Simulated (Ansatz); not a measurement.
# Strength of the C–O bond: C5H8O → C3H5 + C2H3O

Species: C5H8O (allyl vinyl ether) `C=CCOC=C`, singlet; C3H5 `[CH2]C=C`, doublet; C2H3O (vinyloxy radical) `C=C[O]`, doublet. 

Shapes, held fixed at every level: PBE0-D4/def2-TZVP. Flexible molecules stand in one conformer, not always the lowest. Programs: Ansatz 0.2.0. The zero-point and thermal change to 298 K, harmonic and unscaled (PBE0-D4/def2-TZVP), is -22.3 kJ/mol.

```tsv
level	kind	ΔH(298 K) (kJ/mol)	CPU time (sum over the molecules)
SPW92/def2-TZVPP	LDA	+273.7	10 s
PBE-D4/def2-TZVPP	GGA	+194.7	19 s
PBE0-D4/def2-TZVPP	global hybrid	+193.2	19 s
r2SCAN0-D4/def2-TZVPP	global hybrid	+166.2	29 s
wB97M-V/def2-TZVPP	range-separated hybrid	+209.3	65 s
wB97X-V/def2-TZVPP	range-separated hybrid	+205.1	50 s
B2PLYP/def2-TZVPP	double hybrid	+192.9	37 s
```

B2PLYP/def2-TZVPP gives ΔH(298 K) = +192.9 kJ/mol; the levels span +166.2 to +273.7. The median of the levels is +194.7. No measured value is set beside it here. Spin contamination: C3H5 (⟨S²⟩ up to 0.95), C2H3O (⟨S²⟩ up to 0.92). Open shells run unrestricted. Times are processor times on shared x86 and Arm servers, and rough.
